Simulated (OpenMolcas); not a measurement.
# M06-L/cc-pVDZ run of BNH6 (SMILES [BH3-][NH3+])

Aim: the vertical electron affinity of BNH6 at M06-L/cc-pVDZ, from 2 runs. 

The results are computed with OpenMolcas 26.06.

4 further runs of the same task are left out: 2 that didn't finish, 2 set aside as unsound or not needed.

### 1 Starting point

The species is BNH6 (8 atoms), meant as a singlet with charge 0. As SMILES, `[BH3-][NH3+]`. Geometry: relaxed at PBE0-D4/def2-TZVP.

Bond lengths: B1–N2 1.639 Å, B1–H3 1.212 Å, B1–H4 1.212 Å, B1–H5 1.212 Å, N2–H6 1.015 Å, N2–H7 1.015 Å, N2–H8 1.015 Å. Some angles: B1–N2–H6 110.9°, B1–N2–H7 110.9°, B1–N2–H8 110.9°, N2–B1–H3 105.3°, N2–B1–H4 105.3°, N2–B1–H5 105.3°, H6–N2–H7 108.0°, H6–N2–H8 108.0°, H7–N2–H8 108.0°, H3–B1–H4 113.3°.

### 2 The energy at M06-L/cc-pVDZ

job.input reads:

```
* BH6N Kohn-Sham DFT

&GATEWAY
  BasLib = $CurrDir
  Coord
  8
  bohr
  B     -0.36150461     0.47394331    -1.46529364
  N      0.39022844    -0.48206913     1.38271261
  H     -0.14777658    -1.37647651    -2.79868439
  H     -2.51824903     1.22775506    -1.29861979
  H      1.14215047     2.12896545    -1.96229161
  H      0.26607344     0.95809115     2.64315993
  H      2.18565724    -1.15518958     1.42731014
  H     -0.78234662    -1.88311208     1.96626003
  Basis = cc-pVDZ
  Group = NoSym

&SEWARD

&SCF
  KSDFT = M06L
  PrOrbitals = 0
```

The basis set cc-pVDZ is read from a file made from the Basis Set Exchange's data (not shown).

Started as:

```console
$ export MOLCAS_MEM=1860
$ pymolcas job.input > job.log
```

Output:

```text
--- Start Module: gateway ---
[...]
--- Stop Module: gateway /rc=_RC_ALL_IS_WELL_ ---
--- Start Module: seward ---
[...]
      Basis functions           58
--- Stop Module: seward /rc=_RC_ALL_IS_WELL_ ---
--- Start Module: scf ---
[...]
       Convergence after  11 Iterations
[...]
::    Total KS-DFT energy                             -83.2041436265
[...]
      Total spin, S                                     0.0000000000
[...]
      Total electronic charge=   18.000000
      Total            charge=   -0.000000
[...]
      Dipole Moment (debye):
      Origin of the operator (angstrom)=    0.0278   -0.0278    0.0546
                   X=  1.3543E+00               Y= -1.7226E+00               Z=  5.1303E+00           Total=  5.5786E+00
      Quadrupole Moment (debye*angstrom):
[...]
--- Stop Module: scf /rc=_RC_ALL_IS_WELL_ ---
[...]
```

It took 6 s on 1 thread of Arm Neoverse V2, shared host; peak memory 0.39 GiB.

### 3 The doublet anion, same level

job.input reads:

```
&gateway
baslib = $CurrDir
coord
8
bohr
B     -0.36150461     0.47394331    -1.46529364
N      0.39022844    -0.48206913     1.38271261
H     -0.14777658    -1.37647651    -2.79868439
H     -2.51824903     1.22775506    -1.29861979
H      1.14215047     2.12896545    -1.96229161
H      0.26607344     0.95809115     2.64315993
H      2.18565724    -1.15518958     1.42731014
H     -0.78234662    -1.88311208     1.96626003
basis = cc-pVDZ
group = NoSym
&seward
&scf
uhf
charge = -1
spin = 2
ksdft = M06L
prorbitals = 0
```

The basis set cc-pVDZ is read from a file made from the Basis Set Exchange's data (not shown).

Started as:

```console
$ export MOLCAS_MEM=1860
$ pymolcas job.input > job.log
```

Output:

```text
--- Start Module: gateway ---
[...]
--- Stop Module: gateway /rc=_RC_ALL_IS_WELL_ ---
--- Start Module: seward ---
[...]
      Basis functions           58
--- Stop Module: seward /rc=_RC_ALL_IS_WELL_ ---
--- Start Module: scf ---
[...]
       Convergence after  15 Iterations
[...]
::    Total KS-DFT energy                             -83.1039769428
[...]
      Total spin, S                                     0.5003404870
[...]
      Total electronic charge=   19.000000
      Total            charge=   -1.000000
[...]
      Dipole Moment (debye):
      Origin of the operator (angstrom)=    0.0278   -0.0278    0.0546
                   X=  3.7610E-01               Y= -4.7671E-01               Z=  1.4189E+00           Total=  1.5434E+00
      Center of Charge (angstrom)
[...]
--- Stop Module: scf /rc=_RC_ALL_IS_WELL_ ---
[...]
```

Wall time 11 s (1 thread of Arm Neoverse V2, shared host); peak memory 0.39 GiB.

### 4 Summary of results

At M06-L/cc-pVDZ:

| quantity | value |
| --- | --- |
| singlet BNH6: total energy | -83.20414 Eh |
| singlet BNH6: dipole moment | 5.58 D |
| singlet BNH6: HOMO energy | -6.49 eV |
| singlet BNH6: LUMO energy | 0.48 eV |
| singlet BNH6: HOMO–LUMO gap | 6.97 eV |
| doublet anion: total energy | -83.10398 Eh |
| doublet anion: HOMO energy (highest over α and β) | 5.11 eV |
| doublet anion: LUMO energy (lowest over α and β) | 5.34 eV |
| doublet anion: ⟨S²⟩ | 0.751 |
| vertical electron affinity (to the doublet anion) | -2.726 eV |

**Reading.** This program's gradients are faulty for this kind of reference, so any forces in the log (doublet anion) can't be trusted; the energy can. The anion lies 2.73 eV (263 kJ/mol) above the neutral: the electron isn't bound at this level, and such a value depends on the basis. Without diffuse functions anions come out too high. Mulliken charges (doublet anion) run from -0.27 on H8 to +0.45 on N2; they depend strongly on the basis. The HOMO (doublet anion) lies at positive energy, 5.11 eV, as semi-local functionals often give for anions; only total energies tell whether the electron is bound.
